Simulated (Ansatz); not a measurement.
bcc Ba: elastic constant C11 by level of theory

No measured value is used here.

```tsv
level (code)	value (GPa)	cell (Å³/atom)
LDA (Ansatz)	14.2	53.83
PBE (Ansatz)	11.9	63.25
PBEsol (Ansatz)	(withheld)	58.16
r²SCAN (Ansatz)	12.9	65.13
```

Complete the blanks.


- PBEsol (Ansatz, a first-principles code), value (GPa): 12.6

Each level is taken at its own relaxed cell. Cutoffs differ between the levels. Ansatz's density-functional and Hartree–Fock values are scalar-relativistic unless marked +SOC, with PAW data made under PBE.
